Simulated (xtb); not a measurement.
xtb input (GFN2-xTB):

```bash
xtb mol.xyz --gfn 2 --sp --chrg 1 --uhf 0
```
mol.xyz:
```
7

N     -0.05626858     0.65864215    -0.00484970
N      0.02549416    -0.78015421    -0.08501714
H      0.30108197     1.08680797     0.86074606
H     -1.03733086     0.93250674    -0.12356116
H     -0.50516407    -1.17372953     0.68773675
H      1.00160868    -1.05003496     0.00449883
H      0.45522520     1.05503422    -0.80035260
```

Output:

```
           -------------------------------------------------
          |                Calculation Setup                |
           -------------------------------------------------

           -------------------------------------------------
          |                 G F N 2 - x T B                 |
           -------------------------------------------------

        Reference                      10.1021/acs.jctc.8b01176
      * Hamiltonian:
        H0-scaling (s, p, d)           1.850000    2.230000    2.230000
        zeta-weighting                 0.500000
      * Dispersion:
        s8                             2.700000
        a1                             0.520000
        a2                             5.000000
        s9                             5.000000
      * Repulsion:
        kExp                           1.500000    1.000000
        rExp                           1.000000
      * Coulomb:
        alpha                          2.000000
        third order                    shell-resolved
        anisotropic                    true
        a3                             3.000000
        a5                             4.000000
        cn-shift                       1.200000
        cn-exp                         4.000000
        max-rad                        5.000000

          ...................................................
          :                      SETUP                      :
          :.................................................:
          :  # basis functions                  13          :
          :  # atomic orbitals                  13          :
          :  # shells                            9          :
          :  # electrons                        14          :
          :  max. iterations                   250          :
          :  Hamiltonian                  GFN2-xTB          :
          :  restarted?                      false          :
          :  GBSA solvation                  false          :
          :  PC potential                    false          :
          :  electronic temp.          300.0000000     K    :
          :  accuracy                    1.0000000          :
          :  -> integral cutoff          0.2500000E+02      :
          :  -> integral neglect         0.1000000E-07      :
          :  -> SCF convergence          0.1000000E-05 Eh   :
          :  -> wf. convergence          0.1000000E-03 e    :
          :  Broyden damping             0.4000000          :
          :  net charge                          1          :
          :  unpaired electrons                  0          :
          ...................................................

 iter      E             dE          RMSdq      gap      omega  full diag
   1     -7.9275998 -0.792760E+01  0.446E+00    9.45       0.0  T
   2     -7.9703158 -0.427160E-01  0.222E+00    8.56       1.0  T
   3     -7.9711753 -0.859412E-03  0.109E+00    8.44       1.0  T
   4     -7.9712945 -0.119279E-03  0.114E-01    8.32       1.0  T
   5     -7.9712997 -0.520065E-05  0.400E-02    8.31       1.0  T
   6     -7.9713000 -0.243499E-06  0.526E-03    8.32       7.2  T
   7     -7.9713000 -0.414092E-08  0.185E-03    8.32      20.5  T
   8     -7.9713000 -0.109565E-08  0.140E-04    8.32     270.1  T
   9     -7.9713000 -0.191758E-10  0.331E-05    8.32    1141.3  T

   *** convergence criteria satisfied after 9 iterations ***

         #    Occupation            Energy/Eh            Energy/eV
      -------------------------------------------------------------
         1        2.0000           -0.9498206             -25.8459
         2        2.0000           -0.8858798             -24.1060
         3        2.0000           -0.8449013             -22.9909
         4        2.0000           -0.8432362             -22.9456
         5        2.0000           -0.7764727             -21.1289
         6        2.0000           -0.7174360             -19.5224
         7        2.0000           -0.6272275             -17.0677 (HOMO)
         8                         -0.3216364              -8.7522 (LUMO)
         9                         -0.2310664              -6.2876
        10                         -0.1288539              -3.5063
        11                         -0.1258447              -3.4244
        12                         -0.0792552              -2.1566
        13                         -0.0004295              -0.0117
      -------------------------------------------------------------
                  HL-Gap            0.3055912 Eh            8.3156 eV
             Fermi-level           -0.4744320 Eh          -12.9100 eV

 SCC (total)                   0 d,  0 h,  0 min,  0.003 sec
 SCC setup                      ...        0 min,  0.000 sec (  4.020%)
 Dispersion                     ...        0 min,  0.000 sec (  1.469%)
 classical contributions        ...        0 min,  0.000 sec (  0.979%)
 integral evaluation            ...        0 min,  0.000 sec ( 11.450%)
 iterations                     ...        0 min,  0.002 sec ( 56.910%)
 molecular gradient             ...        0 min,  0.001 sec ( 19.285%)
 printout                       ...        0 min,  0.000 sec (  5.530%)

         :::::::::::::::::::::::::::::::::::::::::::::::::::::
         ::                     SUMMARY                     ::
         :::::::::::::::::::::::::::::::::::::::::::::::::::::
         :: total energy              -7.880651688728 Eh    ::
         :: gradient norm              0.022989473124 Eh/a0 ::
         :: HOMO-LUMO gap              8.315558601819 eV    ::
         ::.................................................::
         :: SCC energy                -7.971299920780 Eh    ::
         :: -> isotropic ES            0.128598541779 Eh    ::
         :: -> anisotropic ES         -0.005440338220 Eh    ::
         :: -> anisotropic XC          0.015426329479 Eh    ::
         :: -> dispersion             -0.001089987004 Eh    ::
         :: repulsion energy           0.090648232052 Eh    ::
         :: add. restraining           0.000000000000 Eh    ::
         :: total charge               1.000000000000 e     ::
         :::::::::::::::::::::::::::::::::::::::::::::::::::::

           -------------------------------------------------
          |                Property Printout                |
           -------------------------------------------------

    * Orbital Energies and Occupations

         #    Occupation            Energy/Eh            Energy/eV
      -------------------------------------------------------------
         1        2.0000           -0.9498206             -25.8459
         2        2.0000           -0.8858798             -24.1060
         3        2.0000           -0.8449013             -22.9909
         4        2.0000           -0.8432362             -22.9456
         5        2.0000           -0.7764727             -21.1289
         6        2.0000           -0.7174360             -19.5224
         7        2.0000           -0.6272275             -17.0677 (HOMO)
         8                         -0.3216364              -8.7522 (LUMO)
         9                         -0.2310664              -6.2876
        10                         -0.1288539              -3.5063
        11                         -0.1258447              -3.4244
        12                         -0.0792552              -2.1566
        13                         -0.0004295              -0.0117
      -------------------------------------------------------------
                  HL-Gap            0.3055912 Eh            8.3156 eV
             Fermi-level           -0.4744320 Eh          -12.9100 eV

     #   Z          covCN         q      C6AA      α(0)
     1   7 N        3.553    -0.035    21.914     6.953
Note: The following floating-point exceptions are signalling: IEEE_DENORMAL
normal termination of xtb
     2   7 N        2.695    -0.246    26.403     7.632
     3   1 H        0.859     0.264     0.830     1.427
     4   1 H        0.859     0.290     0.744     1.351
     5   1 H        0.860     0.218     1.017     1.580
     6   1 H        0.860     0.218     1.017     1.580
     7   1 H        0.859     0.290     0.744     1.351

 Mol. C6AA /au·bohr⁶  :        208.823509
 Mol. C8AA /au·bohr⁸  :       3870.857063
 Mol. α(0) /au        :         21.873777

Wiberg/Mayer (AO) data.
largest (>0.10) Wiberg bond orders for each atom

 ---------------------------------------------------------------------------
     #   Z sym  total        # sym  WBO       # sym  WBO       # sym  WBO
 ---------------------------------------------------------------------------
     1   7 N    3.711 --     2 N    1.008     3 H    0.905     7 H    0.900
                             4 H    0.900
     2   7 N    2.918 --     1 N    1.008     5 H    0.942     6 H    0.942
     3   1 H    0.930 --     1 N    0.905
     4   1 H    0.916 --     1 N    0.900
     5   1 H    0.952 --     2 N    0.942
     6   1 H    0.952 --     2 N    0.942
     7   1 H    0.916 --     1 N    0.900
 ---------------------------------------------------------------------------

Topologies differ in total number of bonds
Writing topology from bond orders to xtbtopo.mol

molecular dipole:
                 x           y           z       tot (Debye)
 q only:        0.028       1.033       0.249
   full:        0.161       1.243       0.580       3.510
molecular quadrupole (traceless):
                xx          xy          yy          xz          yz          zz
 q only:       -0.733      -0.796       2.445      -0.398      -1.202      -1.713
  q+dip:        0.202      -1.063       1.143      -0.605      -2.209      -1.345
   full:       -0.049      -1.137       1.779      -0.677      -2.215      -1.730

           -------------------------------------------------
          | TOTAL ENERGY               -7.880651688728 Eh   |
          | GRADIENT NORM               0.022989473124 Eh/α |
          | HOMO-LUMO GAP               8.315558601819 eV   |
           -------------------------------------------------

------------------------------------------------------------------------
------------------------------------------------------------------------
 total:
 SCF:
```

It need not be the lowest isomer of its formula.
